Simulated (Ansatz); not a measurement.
The input, for Ansatz 0.2.0:

```yaml
crystal:
  periodic: [false, false, false]
  atoms:
    - {symbol: C, position_ang: [0.002247, -0.018503, 1.642042]}
    - {symbol: As, position_ang: [0.001414, 0.023939, -0.335466]}
    - {symbol: H, position_ang: [-0.836962, -0.497402, 1.952626]}
    - {symbol: H, position_ang: [-0.053399, 0.980676, 2.004697]}
    - {symbol: H, position_ang: [0.790557, -0.544037, 1.930939]}
    - {symbol: H, position_ang: [-0.032073, -1.498148, -0.519283]}
basis:
  gaussian: {orbitals: 6-31G}
magnetization: {spin_polarized: false, initial_magnetization: 1}
correlation: {method: bccd, electrons: valence}
accuracy: high
output: {forces: true}
```

```sh
$ ansatz run in.yaml --threads 1 --pin off --events-out ev --progress --plain --max-ram 2393MiB
```

The program prints:

```
919 factors; integrals over basis functions are off by at most 4.5e-9 eV
mean field evaluation 1: about -61877.6251 eV, gradient 1.7e1 eV
mean field evaluation 2: about -61877.6252 eV, gradient 1.7e1 eV
mean field evaluation 4: about -61878.5172 eV, gradient 1.6e0 eV
mean field evaluation 8: about -61878.5269 eV, gradient 1.2e-1 eV
mean field evaluation 16: about -61878.4161 eV, gradient 6.1e0 eV
mean field evaluation 32: about -61875.6756 eV, gradient 1.1e-3 eV
mean field -61878.52698537 eV, -2273.9939239403 hartree, gradient 1.1e-8 eV, S^2 0.750000; 1 other end points of the search recorded, 0 dependent functions left out
mean field evaluation 64: about -61878.5823 eV, gradient 1.6e-4 eV
determinant -61878.52698537 eV, -2273.9939239403 hartree, with singles and doubles -61886.74270013 eV, -2274.2958458889 hartree
determinant -61875.67555754 eV, -2273.8891359004 hartree, with singles and doubles -61883.88105410 eV, -2274.1906823370 hartree
10 core orbitals not correlated: weight in the atoms' cores, before any rotation towards them, 1.000 or more for the frozen orbitals, at most 0.000 for the correlated occupied ones
reference -61878.52698537 eV, -2273.9939239403 hartree; 12, 11 occupied and 24, 25 virtual orbitals, 919 factors
second order -7.74723307 eV of doubles, -0.03304498 eV of singles
cycle   1  -8.20924126 eV  change    6.5e-3 eV  update   2.5e-3
cycle   2  -8.20749615 eV  change    1.7e-3 eV  update   1.0e-3
cycle   3  -8.20777257 eV  change   -2.8e-4 eV  update   6.2e-4
cycle   4  -8.20749881 eV  change    2.7e-4 eV  update   1.7e-4
cycle   5  -8.20759551 eV  change   -9.7e-5 eV  update   4.5e-5
cycle   6  -8.20759540 eV  change    1.1e-7 eV  update   1.4e-5
cycle   7  -8.20759221 eV  change    3.2e-6 eV  update   5.9e-6
cycle   8  -8.20759452 eV  change   -2.3e-6 eV  update   2.2e-6
cycle   9  -8.20759278 eV  change    1.7e-6 eV  update   8.2e-7
cycle  10  -8.20759254 eV  change    2.5e-7 eV  update   2.8e-7
cycle  11  -8.20759251 eV  change    2.4e-8 eV  update   1.1e-7
cycle  12  -8.20759250 eV  change    1.5e-8 eV  update   6.1e-8
cycle  13  -8.20759253 eV  change   -3.7e-8 eV  update   3.7e-8
cycle  14  -8.20759253 eV  change   5.7e-10 eV  update   2.4e-8
cycle  15  -8.20759254 eV  change   -7.8e-9 eV  update   1.6e-8
cycle  16  -8.20759197 eV  change    5.7e-7 eV  update   1.1e-7
cycle  17  -8.20759187 eV  change    1.0e-7 eV  update   3.2e-8
cycle  18  -8.20759184 eV  change    2.9e-8 eV  update   9.8e-9
cycle  19  -8.20759183 eV  change    3.4e-9 eV  update   3.4e-9
cycle  20  -8.20759183 eV  change  -3.6e-10 eV  update   1.2e-9
the calculation of the forces begins
Total energy: -61886.73457720 eV, -2274.2955473769 hartree
Atom 0 at     0.002247    -0.018503     1.642042 Å, force    -1.443710     2.683324    -2.709295 eV/Å
Atom 1 at     0.001414     0.023939    -0.335466 Å, force    -0.013429     0.655090    -0.915564 eV/Å
Atom 2 at    -0.836962    -0.497402     1.952626 Å, force    -3.058943    -1.775912     1.195445 eV/Å
Atom 3 at    -0.053399     0.980676     2.004697 Å, force     0.399978     1.082665     0.524682 eV/Å
Atom 4 at     0.790557    -0.544037     1.930939 Å, force     4.117600    -2.210073     1.837255 eV/Å
Atom 5 at    -0.032073    -1.498148    -0.519283 Å, force    -0.001496    -0.435094     0.067477 eV/Å
Dipole moment:    -0.011282    -0.121430     0.258625 e Å
```

Forces (eV/Å):
```
C   -1.444  2.683 -2.709
As  -0.013  0.655 -0.916
H   -3.059 -1.776  1.195
H    0.400  1.083  0.525
H    4.118 -2.210  1.837
H   -0.001 -0.435  0.067
```

Ran on 1 thread of Arm Neoverse N1, shared host: 34 s wall, 0.29 GiB peak host memory.
